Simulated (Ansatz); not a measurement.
Two shapes of singlet C4H6.

Shape 1:

```xyz
10

C     0.0000    0.0000    0.0000
C     0.0000    0.0000    1.4550
C     0.0000    1.1109   -0.7493
C     0.0000   -1.1109    2.2043
H     0.0000   -0.9624   -0.5117
H     0.0000    0.9624    1.9667
H     0.0000    1.0539   -1.8378
H     0.0000    2.0988   -0.2887
H     0.0000   -1.0539    3.2928
H     0.0000   -2.0988    1.7437
```

Shape 2:

```xyz
10

C     0.0000    0.0037   -0.7274
C     0.0000   -0.0037    0.7274
C     0.0000    1.1141   -1.4779
C     0.0000   -1.1141    1.4779
H     0.0000   -0.9768   -1.2194
H     0.0000    0.9768    1.2194
H     0.0000    1.0675   -2.5695
H     0.0000    2.1089   -1.0210
H     0.0000   -1.0675    2.5695
H     0.0000   -2.1089    1.0210
```

Basis set: 6-31G* (spherical functions). Frozen core: 4 orbitals. Charge 0, multiplicity 1.

Computed with Ansatz (development build ahead of 0.2.0); each method stands on the lowest determinant of its kind that the runs found.

Which shape is lower in energy, and by how much in each method?

| method | E(2) − E(1) (eV) |
| --- | --- |
| RHF | 0.011 |
| RHF-MP2 | -0.002 |

Shape 1 is lower, bar methods that put the two within 0.005 eV.
